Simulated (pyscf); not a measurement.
Single points on ωB97X-D3(BJ)/def2-SVP structures (PySCF, gas phase).

Problem. Estimate by transition-state theory the rate constant of H₂N–SiH: [singlet] + HF → H₂N–Si:–F [singlet] + H₂ (singlet surface; H–Si, F–H broken, F–Si, H–H formed) at 900 K, with ωB97M-D3(BJ)/def2-TZVP energies (ideal gas, 1 atm, RRHO with modes under 100 cm⁻¹ raised to 100, one conformer, R ln 2 for chiral ones without a mode under 150 cm⁻¹; no tunnelling).

Solution. The electronic barrier is 7.6 kcal/mol and the thermal terms add +27.1, so ΔG‡ = 34.7 kcal/mol. With k_BT/h = 1.88e+13 s⁻¹ and RT = 1.788 kcal/mol, and a volume of 1.23e-19 cm³ per molecule at 1 atm, k = 8.7e-15 cm³ molecule⁻¹ s⁻¹. Wigner's tunnelling factor for 1071i cm⁻¹ would be 1.12. A shift of 1 kcal/mol in the barrier changes k by a factor 1.7. One saddle was located; it need not be the lowest between these sides.
